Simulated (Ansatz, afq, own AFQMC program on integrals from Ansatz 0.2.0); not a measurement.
## SiH$_{3}$O$_{2}$, doublet: AFQMC among the cluster methods

```xyz
6

O     0.0311    1.6594   -0.2071
Si   -0.1531    0.0802    0.2697
O    -1.2208   -0.6488   -0.7893
H     0.2578    1.8000   -1.1319
H    -0.7030    0.1772    1.6641
H    -1.1708   -1.6075   -0.8493
```

Connectivity, by distances: OH–SiH–OH.

Basis def2-TZVP. Noble-gas cores (and the filled d shells of Ga–Kr and In–Xe) are frozen. Integrals, coupled cluster, full CI and functionals: Ansatz 0.2.0; the random walks run on the same integrals in our own AFQMC program. ph-AFQMC/CISD is guided by a CISD state made of CCSD amplitudes; releasing the constraint for a short imaginary time cuts its bias at the price of noise, slowly where states lie close. Error bars are statistical, one sigma.

Determinant: UHF, the one that the program's search chose, which needn't be the lowest solution. The geometry is a PBE0/def2-SVP stationary point of this or a neighbouring charge and spin state.

No full CI on the walks' own integrals is used here. The released AFQMC energy serves as the reference, which it does only where one determinant dominates, the energy is flat over the last release times and near the phaseless one (40 meV or 2 meV an electron, half that with transition metals). On small molecules, where full CI could be run and the noise was under 10 meV, such values lay within 10 meV of it in 19 cases of 20, a flattering rate, since the rule was set on those same cases; what remains of the bias isn't in the error bar.

Cautions: the released value is read at 1.50 1/Eh with a noise of 19 meV, more than in the cases checked (meV from the phaseless value at times in 1/Eh: -6 ± 13 at 0.24, 10 ± 13 at 0.51, -6 ± 16 at 0.99, 20 ± 19 at 1.50).

```
T1 diagnostic                               : 0.0148
weight of the determinant in the CISD state : 0.850
⟨S²⟩ of the determinant                     : 0.755
size of the correlated space                : 19 electrons in 110 orbitals
```

| level | correlation energy (eV) |
| --- | --- |
| MP2 | -15.6404 |
| CCSD | -16.0836 |
| CCSD(T) | -16.6337 |

Problem. Estimate where phaseless AFQMC with a CISD trial lies against CCSD(T) on the same integrals.

Solution. 1.12 ± 0.28 kcal/mol below CCSD(T).

Reference: AFQMC with the constraint released, correlation energy -16.662 ± 0.019 eV.

```csv
level,E − E(reference) (kcal/mol),share of correlation (%)
CCSD(T),0.66 ± 0.44,99.83
ph-AFQMC/CISD,-0.46 ± 0.52,100.12
```

Released energies are given only where the last usable release times agree within the noise; a slower fall can still hide under it.
